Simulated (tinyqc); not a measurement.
Worked calculation (part 2 of 2): MP2 on RHF in the sto-3g basis, frozen core, for BH3, spin multiplicity 1. Computed by tinyqc, a small Python program that keeps every step (integrals from PySCF). Command: `OMP_NUM_THREADS=1 python tinyqc.py 22307 22308 out.jsonl` (the two numbers bound the seeds that draw the settings). One thread of a shared host (Intel(R) Xeon(R) Processor @ 2.60GHz), about 0.1 s of CPU time with the checks.

Geometry (angstrom):
```
atom          x          y         z
B      0.000000   0.000000  0.027000
H      1.284000   0.000000  0.000000
H     -0.642000   1.112000  0.000000
H     -0.642000  -1.112000  0.000000
```

## Iteration 7 (converged): orbitals

converged F (hartree):
```
            1B 1s      1B 2s     1B 2px     1B 2py     1B 2pz      2H 1s      3H 1s      4H 1s
1B 1s   -7.418327  -2.175827   0.000000   0.000000  -0.000511  -0.445263  -0.445242  -0.445242
1B 2s   -2.175827  -1.070496  -0.000005   0.000000   0.005576  -0.505737  -0.505725  -0.505725
1B 2px   0.000000  -0.000005  -0.152871   0.000000   0.000000  -0.377917   0.188954   0.188954
1B 2py   0.000000   0.000000   0.000000  -0.152869   0.000000   0.000000  -0.327284   0.327284
1B 2pz  -0.000511   0.005576   0.000000   0.000000   0.242769   0.005842   0.005842   0.005842
2H 1s   -0.445263  -0.505737  -0.377917   0.000000   0.005842  -0.345918  -0.115484  -0.115484
3H 1s   -0.445242  -0.505725   0.188954  -0.327284   0.005842  -0.115484  -0.345907  -0.115477
4H 1s   -0.445242  -0.505725   0.188954   0.327284   0.005842  -0.115484  -0.115477  -0.345907
```

X:
```
            1B 1s      1B 2s     1B 2px     1B 2py     1B 2pz      2H 1s      3H 1s      4H 1s
1B 1s    1.033181  -0.175234  -0.000001   0.000000   0.000736   0.026811   0.026810   0.026810
1B 2s   -0.175234   1.336173   0.000008   0.000000  -0.006673  -0.292901  -0.292889  -0.292889
1B 2px  -0.000001   0.000008   1.167677   0.000000   0.000000  -0.312709   0.156347   0.156347
1B 2py   0.000000   0.000000   0.000000   1.167676   0.000000   0.000000  -0.270807   0.270807
1B 2pz   0.000736  -0.006673   0.000000   0.000000   1.000145   0.006385   0.006385   0.006385
2H 1s    0.026811  -0.292901  -0.312709   0.000000   0.006385   1.211168  -0.012629  -0.012629
3H 1s    0.026810  -0.292889   0.156347  -0.270807   0.006385  -0.012629   1.211156  -0.012630
4H 1s    0.026810  -0.292889   0.156347   0.270807   0.006385  -0.012629  -0.012630   1.211156
```

Diagonalise F' = X^T F X, C = X C', fill 4 alpha and 4 beta electrons from the bottom; D = 2 C_occ C_occ^T. Each column has its largest component positive (the first on a tie).

F' = X^T F X (hartree):
```
           1          2          3          4          5          6          7          8
1  -7.224789  -1.184970   0.000000   0.000000   0.000366  -0.039617  -0.039611  -0.039611
2  -1.184970  -0.218183   0.000005   0.000000  -0.004287  -0.363987  -0.363977  -0.363977
3   0.000000   0.000005   0.171737   0.000000   0.000000  -0.451472   0.225729   0.225729
4   0.000000   0.000000   0.000000   0.171738   0.000000   0.000000  -0.390981   0.390981
5   0.000366  -0.004287   0.000000   0.000000   0.243004   0.007306   0.007306   0.007306
6  -0.039617  -0.363987  -0.451472   0.000000   0.007306   0.033888  -0.032452  -0.032452
7  -0.039611  -0.363977   0.225729  -0.390981   0.007306  -0.032452   0.033883  -0.032452
8  -0.039611  -0.363977   0.225729   0.390981   0.007306  -0.032452  -0.032452   0.033883
```

orbital energies (hartree): MO1 -7.423706, MO2 -0.635951, MO3 -0.436401, MO4 -0.436400, MO5 0.242626, MO6 0.586044, MO7 0.674473, MO8 0.674476

coefficients C:
```
              MO1        MO2        MO3        MO4        MO5        MO6        MO7        MO8
1B 1s    0.991178  -0.225186   0.000004   0.000000  -0.009835  -0.259013   0.000000  -0.000034
1B 2s    0.034848   0.590844  -0.000014   0.000000   0.043120   1.311983   0.000000   0.000185
1B 2px   0.000000   0.000008   0.502162   0.000000   0.000000  -0.000135   0.000000   1.121597
1B 2py   0.000000   0.000000   0.000000   0.502161   0.000000   0.000000   1.121595   0.000000
1B 2pz  -0.000107  -0.003652   0.000000   0.000000   0.999096  -0.047446   0.000000  -0.000006
2H 1s   -0.005801   0.278046   0.528947   0.000000  -0.015861  -0.691080   0.000000  -0.903666
3H 1s   -0.005801   0.278033  -0.264482   0.458086  -0.015861  -0.691245  -0.782508   0.451688
4H 1s   -0.005801   0.278033  -0.264482  -0.458086  -0.015861  -0.691245   0.782508   0.451688
```

D after iteration 7:
```
            1B 1s      1B 2s     1B 2px     1B 2py     1B 2pz      2H 1s      3H 1s      4H 1s
1B 1s    2.066285  -0.197019   0.000000   0.000000   0.001432  -0.136719  -0.136719  -0.136719
1B 2s   -0.197019   0.700622  -0.000004   0.000000  -0.004323   0.328145   0.328152   0.328152
1B 2px   0.000000  -0.000004   0.504332   0.000000   0.000000   0.531238  -0.265620  -0.265620
1B 2py   0.000000   0.000000   0.000000   0.504331   0.000000   0.000000   0.460065  -0.460065
1B 2pz   0.001432  -0.004323   0.000000   0.000000   0.000027  -0.002030  -0.002030  -0.002030
2H 1s   -0.136719   0.328145   0.531238   0.000000  -0.002030   0.714256  -0.125114  -0.125114
3H 1s   -0.136719   0.328152  -0.265620   0.460065  -0.002030  -0.125114   0.714259  -0.125111
4H 1s   -0.136719   0.328152  -0.265620  -0.460065  -0.002030  -0.125114  -0.125111   0.714259
```

Within a degenerate level the vectors are fixed only up to a rotation; this is one choice.

## Convergence

Stop when the energy changes by less than 1e-10 hartree and every element of the error matrix X^T (F D S - S D F) X is below 3e-06.

Course of the cycle:
```
iteration   E (hartree)     change  largest element of the error matrix
1          -25.87669710          -                             3.28e-01
2          -26.04144227  -1.65e-01                             4.39e-02
3          -26.04452419  -3.08e-03                             7.28e-03
4          -26.04470646  -1.82e-04                             1.36e-03
5          -26.04471092  -4.46e-06                             1.69e-05
6          -26.04471092  -6.34e-10                             1.94e-06
7          -26.04471092  -5.77e-12                             8.27e-08
```

PySCF RHF in the same basis = -26.04471092 hartree

Converged in 7 iterations.

## Integrals over molecular orbitals

core Hamiltonian H = T + V (hartree):
```
             1B 1s      1B 2s     1B 2px     1B 2py     1B 2pz      2H 1s      3H 1s      4H 1s
1B 1s   -13.557195  -3.520248  -0.000001   0.000000   0.001006  -0.708960  -0.708928  -0.708928
1B 2s    -3.520248  -4.618214  -0.000006   0.000000   0.009144  -1.759711  -1.759660  -1.759660
1B 2px   -0.000001  -0.000006  -3.875552   0.000000   0.000000  -1.640454   0.820195   0.820195
1B 2py    0.000000   0.000000   0.000000  -3.875552   0.000000   0.000000  -1.420652   1.420652
1B 2pz    0.001006   0.009144   0.000000   0.000000  -3.717787   0.036151   0.036149   0.036149
2H 1s    -0.708960  -1.759711  -1.640454   0.000000   0.036151  -2.982142  -0.346178  -0.346178
3H 1s    -0.708928  -1.759660   0.820195  -1.420652   0.036149  -0.346178  -2.982108  -0.346157
4H 1s    -0.708928  -1.759660   0.820195   1.420652   0.036149  -0.346178  -0.346157  -2.982108
```

Given earlier and not repeated: Two-electron integrals (ij|kl) in chemists' order.

(pq|rs) = sum C_ip C_jq C_kr C_ls (ij|kl), one index at a time.

one-electron integrals over orbitals h = C^T H C (hartree):
```
            1          2          3          4          5          6          7          8
1  -13.541615   0.292743  -0.000005   0.000000   0.013592   0.300339   0.000000   0.000039
2    0.292743  -3.683529  -0.000005   0.000000  -0.011162  -0.623254   0.000000  -0.000092
3   -0.000005  -0.000005  -3.390746   0.000000   0.000001   0.000097   0.000000  -0.636386
4    0.000000   0.000000   0.000000  -3.390734   0.000000   0.000000  -0.636395   0.000000
5    0.013592  -0.011162   0.000001   0.000000  -3.716864   0.025216   0.000000   0.000003
6    0.300339  -0.623254   0.000097   0.000000   0.025216  -2.922217   0.000000   0.000025
7    0.000000   0.000000   0.000000  -0.636395   0.000000   0.000000  -3.116051   0.000000
8    0.000039  -0.000092  -0.636386   0.000000   0.000003   0.000025   0.000000  -3.116049
```

Two-electron integrals over orbitals (pq|rs), unique and non-zero (hartree); the lowest 1 orbital is frozen and left out:
```
(22|22) 0.433323    (32|22) 0.000005    (32|32) 0.117684    (33|22) 0.425123
(33|32) 0.063875    (33|33) 0.476580    (42|42) 0.117680    (43|42) -0.063879
(43|43) 0.049791    (44|22) 0.425117    (44|32) -0.063877   (44|33) 0.377009
(44|44) 0.476582    (52|22) -0.000448   (52|32) -2.20e-08   (52|33) -0.000501
(52|44) -0.000501   (52|52) 0.068589    (53|22) -8.41e-08   (53|32) -0.001272
(53|33) -0.001254   (53|44) 0.001254    (53|52) -8.27e-07   (53|53) 0.016482
(54|42) -0.001272   (54|43) 0.001254    (54|54) 0.016482    (55|22) 0.456970
(55|32) 2.85e-07    (55|33) 0.421375    (55|44) 0.421373    (55|52) 0.007745
(55|53) -2.45e-07   (55|55) 0.586836    (62|22) 0.045664    (62|32) -1.04e-06
(62|33) 0.021424    (62|44) 0.021419    (62|52) -0.000180   (62|53) -2.50e-07
(62|55) 0.112146    (62|62) 0.072598    (63|22) -0.000009   (63|32) -0.044164
(63|33) -0.042247   (63|44) 0.042240    (63|52) -3.90e-07   (63|53) 0.001447
(63|55) -0.000016   (63|62) -0.000016   (63|63) 0.061896    (64|42) -0.044175
(64|43) 0.042251    (64|54) 0.001447    (64|64) 0.061913    (65|22) -0.002725
(65|32) -5.41e-07   (65|33) -0.001130   (65|44) -0.001129   (65|52) 0.063834
(65|53) -3.22e-06   (65|55) -0.000013   (65|62) -0.004933   (65|63) 5.62e-07
(65|65) 0.064649    (66|22) 0.426431    (66|32) -0.000027   (66|33) 0.423568
(66|44) 0.423598    (66|52) -0.004924   (66|53) 4.95e-07    (66|55) 0.447244
(66|62) 0.027837    (66|63) 0.000008    (66|65) -0.006234   (66|66) 0.440679
(72|42) -0.000932   (72|43) 0.022986    (72|54) 0.001742    (72|64) 0.046172
(72|72) 0.048822    (73|42) 0.048206    (73|43) -0.023784   (73|54) -0.001006
(73|64) -0.031365   (73|72) -0.010150   (73|73) 0.034149    (74|22) 0.049699
(74|32) 0.048206    (74|33) 0.052763    (74|44) 0.005199    (74|52) 0.002983
(74|53) -0.001006   (74|55) 0.102422    (74|62) 0.070201    (74|63) -0.031367
(74|65) -0.001619   (74|66) 0.027459    (74|74) 0.106280    (75|42) 0.003939
(75|43) -0.001982   (75|54) 0.016182    (75|64) -0.001694   (75|72) 0.000472
(75|73) 0.001652    (75|75) 0.020680    (76|42) 0.107137    (76|43) -0.058539
(76|54) -0.001670   (76|64) -0.047067   (76|72) -0.006245   (76|73) 0.050691
(76|75) 0.003457    (76|76) 0.110327    (77|22) 0.447390    (77|32) -0.029447
(77|33) 0.407818    (77|44) 0.475116    (77|52) 0.001354    (77|53) 0.001174
(77|55) 0.471339    (77|62) 0.049666    (77|63) 0.037329    (77|65) -0.001018
(77|66) 0.451051    (77|74) 0.046210    (77|77) 0.516731    (82|22) 0.000007
(82|32) -0.000935   (82|33) -0.022983   (82|44) 0.022990    (82|52) 6.89e-08
(82|53) 0.001742    (82|55) 0.000016    (82|62) 4.96e-06    (82|63) 0.046171
(82|65) -6.75e-07   (82|66) 0.000006    (82|74) -0.010140   (82|77) 0.029459
(82|82) 0.048823    (83|22) 0.049694    (83|32) -0.048213   (83|33) 0.005195
(83|44) 0.052768    (83|52) 0.002983    (83|53) 0.001006    (83|55) 0.102421
(83|62) 0.070199    (83|63) 0.031352    (83|65) -0.001619   (83|66) 0.027485
(83|74) 0.040996    (83|77) 0.068473    (83|82) 0.010166    (83|83) 0.106288
(84|42) 0.048200    (84|43) -0.023778   (84|54) -0.001005   (84|64) -0.031356
(84|72) -0.010144   (84|73) 0.031128    (84|75) 0.001652    (84|76) 0.050685
(84|84) 0.034141    (85|22) -1.77e-07   (85|32) 0.003939    (85|33) 0.001981
(85|44) -0.001982   (85|52) 0.000009    (85|53) 0.016182    (85|55) 8.41e-08
(85|62) -6.97e-07   (85|63) -0.001693   (85|65) 0.000006    (85|66) -1.69e-06
(85|74) 0.001652    (85|77) -0.000794   (85|82) 0.000472    (85|83) -0.001652
(85|85) 0.020680    (86|22) 2.19e-06    (86|32) 0.107131    (86|33) 0.058523
(86|44) -0.058529   (86|52) -7.98e-07   (86|53) -0.001669   (86|55) -1.95e-06
(86|62) -2.67e-06   (86|63) -0.047043   (86|65) -1.15e-06   (86|66) -0.000029
(86|74) 0.050684    (86|77) -0.030282   (86|82) -0.006240   (86|83) -0.050698
(86|85) 0.003457    (86|86) 0.110311    (87|42) -0.029432   (87|43) 0.033643
(87|54) 0.001174    (87|64) 0.037335    (87|72) 0.029451    (87|73) -0.011124
(87|75) -0.000793   (87|76) -0.030274   (87|84) -0.011118   (87|87) 0.034471
(88|22) 0.447393    (88|32) 0.029476    (88|33) 0.475132    (88|44) 0.407801
(88|52) 0.001354    (88|53) -0.001174   (88|55) 0.471339    (88|62) 0.049672
(88|63) -0.037359   (88|65) -0.001018   (88|66) 0.451036    (88|74) 0.068483
(88|77) 0.447766    (88|82) -0.029447   (88|83) 0.046192    (88|85) 0.000794
(88|86) 0.030304    (88|88) 0.516747
```

## Second-order Moller-Plesset energy

Hartree-Fock energy = -26.04471092 hartree

E2 = sum_ijab (ia|jb) [2 (ia|jb) - (ib|ja)] / (e_i + e_j - e_a - e_b) over occupied i, j and virtual a, b; the opposite-spin part is (ia|jb)^2 / denominator, the rest is same-spin, and SCS-MP2 scales them by 6/5 and 1/3.

Terms (the 40 largest of 74):
```
i  j  a  b    (ia|jb)    (ib|ja)  denominator       term
3  3  8  8   0.106288   0.106288    -2.221752  -0.005085
4  4  7  7   0.106280   0.106280    -2.221745  -0.005084
2  4  6  7   0.070201   0.046172    -2.332868  -0.002836
4  2  7  6   0.070201   0.046172    -2.332868  -0.002836
3  2  8  6   0.070199   0.046171    -2.332872  -0.002835
2  3  6  8   0.070199   0.046171    -2.332872  -0.002835
2  2  5  5   0.068589   0.068589    -1.757155  -0.002677
2  2  6  6   0.072598   0.072598    -2.443992  -0.002156
4  4  6  6   0.061913   0.061913    -2.044888  -0.001875
3  3  6  6   0.061896   0.061896    -2.044890  -0.001874
3  4  8  7   0.040996   0.031128    -2.221749  -0.000939
4  3  7  8   0.040996   0.031128    -2.221749  -0.000939
2  2  8  8   0.048823   0.048823    -2.620854  -0.000910
2  2  7  7   0.048822   0.048822    -2.620848  -0.000909
3  3  7  7   0.034149   0.034149    -2.221747  -0.000525
4  4  8  8   0.034141   0.034141    -2.221751  -0.000525
3  4  6  7  -0.031367  -0.031365    -2.133317  -0.000461
4  3  7  6  -0.031367  -0.031365    -2.133317  -0.000461
4  3  6  7  -0.031365  -0.031367    -2.133317  -0.000461
3  4  7  6  -0.031365  -0.031367    -2.133317  -0.000461
4  4  8  6  -0.031356  -0.031356    -2.133319  -0.000461
4  4  6  8  -0.031356  -0.031356    -2.133319  -0.000461
3  3  8  6   0.031352   0.031352    -2.133321  -0.000461
3  3  6  8   0.031352   0.031352    -2.133321  -0.000461
4  2  6  7   0.046172   0.070201    -2.332868  -0.000438
2  4  7  6   0.046172   0.070201    -2.332868  -0.000438
2  3  8  6   0.046171   0.070199    -2.332872  -0.000438
3  2  6  8   0.046171   0.070199    -2.332872  -0.000438
4  3  8  7   0.031128   0.040996    -2.221749  -0.000298
3  4  7  8   0.031128   0.040996    -2.221749  -0.000298
3  3  5  5   0.016482   0.016482    -1.358053  -0.000200
4  4  5  5   0.016482   0.016482    -1.358051  -0.000200
3  2  8  8   0.010166   0.010166    -2.421303  -0.000043
2  3  8  8   0.010166   0.010166    -2.421303  -0.000043
3  2  7  7  -0.010150  -0.010150    -2.421297  -0.000043
2  3  7  7  -0.010150  -0.010150    -2.421297  -0.000043
4  2  8  7  -0.010144  -0.010140    -2.421299  -0.000043
2  4  7  8  -0.010144  -0.010140    -2.421299  -0.000043
2  4  8  7  -0.010140  -0.010144    -2.421299  -0.000042
4  2  7  8  -0.010140  -0.010144    -2.421299  -0.000042
```

Pair energies (hartree; pair i-j sums ij and ji):
```
pair  opposite spin  same spin
2-2       -0.006653          0
3-2       -0.006235  -0.000497
3-3       -0.008608          0
4-2       -0.006235  -0.000497
4-3       -0.004232  -0.000088
4-4       -0.008609          0
```

MP2 correlation energy = -0.04165192 hartree

SCS-MP2 correlation energy = -0.04904567 hartree

MP2 total energy = -26.08636285 hartree
